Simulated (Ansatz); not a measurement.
Mulliken charges of C3H4OS, SMILES `C#CSCO` from PBE/def2-TZVPP in Ansatz (PBE0-D4/def2-TZVP geometry).

```json
{"atom": "C1", "x (Å)": "1.559", "y (Å)": "1.795", "z (Å)": "-0.679", "charge (e)": "0.000"}
{"atom": "C2", "x (Å)": "1.301", "y (Å)": "0.739", "z (Å)": "-0.159", "charge (e)": "-0.283"}
{"atom": "S3", "x (Å)": "1.008", "y (Å)": "-0.727", "z (Å)": "0.595", "charge (e)": "-0.045"}
{"atom": "C4", "x (Å)": "-0.700", "y (Å)": "-1.070", "z (Å)": "0.041", "charge (e)": "-0.026"}
{"atom": "O5", "x (Å)": "-1.660", "y (Å)": "-0.198", "z (Å)": "0.526", "charge (e)": "-0.271"}
{"atom": "H6", "x (Å)": "1.780", "y (Å)": "2.728", "z (Å)": "-1.140", "charge (e)": "0.210"}
{"atom": "H7", "x (Å)": "-0.726", "y (Å)": "-1.014", "z (Å)": "-1.046", "charge (e)": "0.119"}
{"atom": "H8", "x (Å)": "-0.854", "y (Å)": "-2.109", "z (Å)": "0.358", "charge (e)": "0.109"}
{"atom": "H9", "x (Å)": "-1.619", "y (Å)": "-0.189", "z (Å)": "1.487", "charge (e)": "0.188"}
```

Task: By hand: the dipole of these point charges (1 e Å = 4.8032 D).

Result: Σ q r = (-0.056, 0.092, -0.171) e Å, of length 0.202 e Å = 0.97 D.

Task: How does the dipole of the full density compare? (Best estimate.)

Result: Ansatz gave: (-0.143, -0.161, 0.098) e Å, 1.14 D; the point charges give 0.85 times that, at 120° from its direction.

Point charges leave out the atoms' own dipoles, such as those of lone pairs, and Mulliken's split depends on the basis, so the two needn't agree.
